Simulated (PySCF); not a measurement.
Match the calculated data to a structure.

All candidates are C6H4N4.

| technique | computed result |
| --- | --- |
| Polarisability | 94.7 au [CAM-B3LYP/def2-SVPD] |
| UV, first state | lowest singlet excitation: 3.07 eV (404 nm, f = 0.000) [TDDFT CAM-B3LYP/def2-SVPD] |
| UV, strongest line | among the 8 lowest singlet transitions: S4 at 4.62 eV (268 nm, f = 0.260) [TDDFT CAM-B3LYP/def2-SVPD] |
| Triplet | lowest triplet excitation (Tamm–Dancoff): 2.65 eV [TDA CAM-B3LYP/def2-SVPD] |
| Dipole | 0.00 D [CAM-B3LYP/def2-SVPD] |
| Rotational structure | rotational constants A, B, C: 3.297, 1.403, 0.984 GHz [GFN2-xTB] |

Electronic properties: PySCF, gas phase, density fitting. Levels stand in brackets. Isolated species at its GFN2-xTB geometry, gas phase.

**Question.** Which candidate is it?
A. `C=Cc1ncnc(C#N)n1`
B. `c1cnc2nccnc2n1`
C. `C=Cc1nncc(C#N)n1`
D. `C#CCn1cc(C#N)nn1`

**Answer.** B. It is `c1cnc2nccnc2n1`. Numbering: `[cH:1]1[cH:2][n:3][c:4]2[n:5][cH:6][cH:7][n:8][c:9]2[n:10]1`. Its formula, C6H4N4, gives 7 degrees of unsaturation: 2 rings and 5 π bonds in the structure found (Kekulé form). The vanishing dipole is forced by symmetry. The optimised geometry has point group D2h and is an asymmetric top.

The others, at the same levels:
- `C=Cc1ncnc(C#N)n1` fails: its computed lowest singlet excitation is 4.36 eV (284 nm, f = 0.000) (against 3.07 eV), lowest triplet excitation (Tamm–Dancoff) is 3.41 eV (against 2.65 eV) and strongest line among the 8 lowest singlet transitions is S6 at 5.42 eV (229 nm, f = 0.461) (against S4 at 4.62 eV).
- `C#CCn1cc(C#N)nn1` fails: its computed lowest singlet excitation is 5.83 eV (213 nm, f = 0.006) (against 3.07 eV), lowest triplet excitation (Tamm–Dancoff) is 4.48 eV (against 2.65 eV) and strongest line among the 8 lowest singlet transitions is S3 at 6.36 eV (195 nm, f = 0.226) (against S4 at 4.62 eV).
- `C=Cc1nncc(C#N)n1` fails: its computed lowest singlet excitation is 2.89 eV (429 nm, f = 0.003) (against 3.07 eV), lowest triplet excitation (Tamm–Dancoff) is 2.22 eV (against 2.65 eV) and strongest line among the 8 lowest singlet transitions is S5 at 5.36 eV (231 nm, f = 0.448) (against S4 at 4.62 eV).

Each candidate is one conformer, not necessarily the lowest. The conformers computed, where there is a choice (atom-mapped SMILES and torsion angles):
- `[CH2:1]=[CH:2][c:3]1[n:4][cH:5][n:6][c:7]([C:8]#[N:9])[n:10]1`: C1–C2–C3–N4 180°
- `[CH:1]#[C:2][CH2:3][n:4]1[cH:5][c:6]([C:7]#[N:8])[n:9][n:10]1`: C2–C3–N4–C5 -50°
- `[CH2:1]=[CH:2][c:3]1[n:4][n:5][cH:6][c:7]([C:8]#[N:9])[n:10]1`: C1–C2–C3–N4 180°
